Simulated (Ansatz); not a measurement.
Results of PBE-D4 (Ansatz, a program for electronic structure, PAW) for 2H WS2.

Run with plane-wave cutoff 500 eV, 12×12×4 k mesh (along the axes of the cell as run), gaussian smearing 0.02 eV, scalar-relativistic PAW data made under PBE.

Computed at the level's own relaxed cell.

Q: What does this level give for the equilibrium volume per atom, lattice parameter a and lattice parameter c?

A: 
* **equilibrium volume per atom**: 17.53 Å³/atom
* **lattice parameter a**: 3.156 Å
* **lattice parameter c**: 12.196 Å

Measured, for comparison: lattice constant a 3.153 Å, lattice parameter c 12.323 Å (300 K, not corrected to a static lattice; as tabulated in arXiv:1605.07067). Computed (rounded) less measured: lattice constant a +0.1 %, lattice parameter c -1.0 %. A static lattice is as a rule a little smaller and stiffer than an uncorrected measurement, which narrows the difference in the lattice parameter c and would widen misses of the other sign.

Spin–orbit coupling is not included.

Computed values are for the static lattice.
